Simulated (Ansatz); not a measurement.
A made-up structure of C2HN, closed shell:

C1  (1.069, 0.748, 0.035)
C2  (-0.331, 0.067, -0.077)
N3  (0.782, -0.763, 0.316)
H4  (-1.520, -0.052, -0.273)
(Å)

It is relaxed with PBE-D4/def2-SVP and then PBE0-D4/def2-TZVP (Ansatz 0.2.0). Atoms count as bonded within 1.22 times the sum of their covalent radii (H–H: 0.88 Å). The end point is not checked to be a true minimum.

Does its bonding change? (A judgement: the text doesn't fix the answer.)

Computed: No: no bond forms or breaks.

Where it ends: The first stage lowers the energy by 1.09 eV in 7 steps. It ends as C₂HN (C1=CN=1):
```xyz
4
angstrom
C 0.9544 0.6680 0.0308
C -0.2957 0.0597 -0.0686
N 0.6985 -0.6814 0.2817
H -1.3572 -0.0463 -0.2438
```

For scale, one of the runs: PBE0-D4/def2-TZVP relaxation, 99 basis functions, launched by `ansatz run in.yaml --threads 2 --pin off --events-out ev --progress --plain --max-ram 4352MiB`. The run took about 4.7 s on 2 CPU threads of an AMD EPYC 7B13 (shared host).
